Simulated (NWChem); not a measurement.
Everything below was run with NWChem. System: chloroform (CHCl3), charge 0, spin multiplicity 1, at a geometry optimised with PBE/def2-SVP. Level: MP2/def2-TZVP, 16 core orbitals frozen.

Output (cleaned and shortened):

```
             Northwest Computational Chemistry Package (NWChem) 7.3.0
             --------------------------------------------------------

                                NWChem Input Module
                                -------------------

 Scaling coordinates for geometry "geometry" by  1.889725989
 (inverse scale =  0.529177249)

 Turning off AUTOSYM since
 SYMMETRY directive was detected!

                             Geometry "geometry" -> ""
                             -------------------------

 Output coordinates in angstroms (scale by  1.889725989 to convert to a.u.)

  No.       Tag          Charge          X              Y              Z
 ---- ---------------- ---------- -------------- -------------- --------------
    1 Cl                  17.0000     0.85232300    -0.06655200     1.47364400
    2 C                    6.0000    -0.00926000     0.45352200     0.00000000
    3 Cl                  17.0000     0.85232300    -0.06655200    -1.47364400
    4 Cl                  17.0000    -1.69951300    -0.11852400     0.00000000
    5 H                    1.0000    -0.03168300     1.55653900     0.00000000

 Effective nuclear repulsion energy (a.u.)     260.7072735882

            Nuclear Dipole moment (a.u.)
            ----------------------------
        X                 Y               Z
 ---------------- ---------------- ----------------
     0.0000340151    -0.0000094486     0.0000000000

      Symmetry information
      --------------------

 Group name             Cs
 Group number              2
 Group order               2
 No. of unique centers     4

      Symmetry unique atoms

     1    2    4    5


 Summary of "ao basis" -> "" (spherical)
 ------------------------------------------------------------------------------
       Tag                 Description            Shells   Functions and Types
 ---------------- ------------------------------  ------  ---------------------
 *                         def2-tzvp                  on all atoms

 Summary of "ao basis" -> "ao basis" (spherical)
 ------------------------------------------------------------------------------
       Tag                 Description            Shells   Functions and Types
 ---------------- ------------------------------  ------  ---------------------
 Cl                        def2-tzvp                13       37   5s5p2d1f
 C                         def2-tzvp                11       31   5s3p2d1f
 H                         def2-tzvp                 4        6   3s1p
[...]
    1 Cl  17    17.08   2.01  0.45  1.52  1.10  0.84  4.18  1.69  1.07  2.80  1.36  0.02  0.04  0.01
    2 C    6     5.93   0.85  1.12  0.48  0.77 -0.07  1.07  1.38  0.09  0.03  0.20  0.01
    3 Cl  17    17.08   2.01  0.45  1.52  1.10  0.84  4.18  1.69  1.07  2.80  1.36  0.02  0.04  0.01
    4 Cl  17    17.08   2.01  0.45  1.52  1.10  0.84  4.18  1.69  1.07  2.80  1.36  0.02  0.04  0.01
    5 H    1     0.84   0.26  0.47  0.09  0.02

       Multipole analysis of the density wrt the origin
       ------------------------------------------------

     L   x y z        total         open         nuclear
     -   - - -        -----         ----         -------
     0   0 0 0     -0.000000      0.000000     58.000000

     1   1 0 0     -0.010108      0.000000      0.000034
     1   0 1 0      0.491201      0.000000     -0.000009
     1   0 0 1      0.000000      0.000000      0.000000

     2   2 0 0    -33.183422      0.000000    263.554640
     2   1 1 0     -0.038530      0.000000      5.075338
     2   1 0 1      0.000000      0.000000      0.000000
     2   0 2 0    -31.289959      0.000000     14.449646
     2   0 1 1      0.000000      0.000000      0.000000
     2   0 0 2    -33.184583      0.000000    263.670625

                   NWChem MP2 Semi-direct Energy/Gradient Module
                   ---------------------------------------------

  Basis functions       =    148
  Molecular orbitals    =    148
  Frozen core           =     16
  Frozen virtuals       =      0
  Active alpha occupied =     13
  Active beta occupied  =     13
  Active alpha virtual  =    119
  Active beta virtual   =    119
  Use MO symmetry       = T
  Use skeleton AO sym   = T

  AO/Fock/Back tols     =   1.0D-09  1.0D-09  1.0D-09

 GA uses MA = F    GA memory limited = T

 Available:
  local mem=  1.26D+08
 global mem=  1.44D+08
 local disk=  0.00D+00
  mp2_memr nvloc                   119
  nvloc new                   119
   1 passes of  13:        5242880                     122003                  55317993.
   1 passes of  13: M    126148648           G      144135392           F     120905768.

 Semi-direct pass number   1 of   1  for RHF alpha+beta  at       13.7s
  vrange nnbf                 10510
  mp2_eaftype                   211  avail_ma_in_mb                  1099
 EAF : mp2_eaftype filesize         211   27658997.
  mp2_eaf for mointskh                    211
Node 0 wrote    130.1 Mb in      0.1 s     Agg I/O rate:  1802.2 Mb/s
 Done moints_semi at       30.7s
  mp2_eaftype                   211  avail_ma_in_mb                   888
 EAF : mp2_eaftype filesize         211   27658997.
  mp2_eaf for kh                   211
 Done maket at       31.6s
 Done multipass loop at       31.6s

          -------------------------------------------
          SCF energy               -1416.976653507412
          Correlation energy          -0.726533270871
          Singlet pairs               -0.448786335783
          Triplet pairs               -0.277746935088
          Total MP2 energy         -1417.703186778283
          -------------------------------------------

          ---------------------------------------------------
                    Spin Component Scaled (SCS) MP2
          Same spin pairs                     -0.185164623392
          Same spin scaling factor             0.333333333333
          Opposite spin pairs                 -0.541368647479
          Opposite spin scaling fact.          1.200000000000
          SCS-MP2 correlation energy          -0.711363918105
          Total SCS-MP2 energy             -1417.688017425517
          ---------------------------------------------------

 -----------------------
 Performance information
 -----------------------

 Timer overhead =  3.26D-07 seconds/call

               Nr. of calls         CPU time (s)                 Wall time (s)                GFlops
             ---------------    -------------------     ------------------------------   -------------------
Name         Min   Avg   Max    Min     Avg     Max     Min     Avg     Max   Mx/calls   Min     Max     Sum
mp2: moin     1     1     1    17.     17.     17.      17.     17.     17.     17.      0.0     0.0     0.0
mp2: make     1     1     1   0.87    0.87    0.87     0.87    0.87    0.87    0.87      0.0     0.0     0.0
mp2: tota     1     1     1    18.     18.     18.      18.     18.     18.     18.      0.0     0.0     0.0

 The average no. of pstat calls per process was 3.00D+00
 with a timing overhead of 9.77D-07s

 Task  times  cpu:       31.6s     wall:       31.6s

 Total times  cpu:       31.6s     wall:       31.6s
```

Problem. Write an NWChem input that would produce this output.

Solution. One answer among several that fit: 
```
start mol
memory heap 200 mb stack 900 mb global 1100 mb
geometry units angstroms nocenter noautoz
  Cl     0.852323    -0.066552     1.473644
  C     -0.009260     0.453522     0.000000
  Cl     0.852323    -0.066552    -1.473644
  Cl    -1.699513    -0.118524     0.000000
  H     -0.031683     1.556539     0.000000
  symmetry group Cs
end
basis spherical
  * library def2-tzvp
end
scf
  rhf
  nopen 0
  maxiter 100
  thresh 1e-7
  semidirect memsize 60000000 filesize 0
end
mp2
  freeze core 16
end
task mp2 energy
```
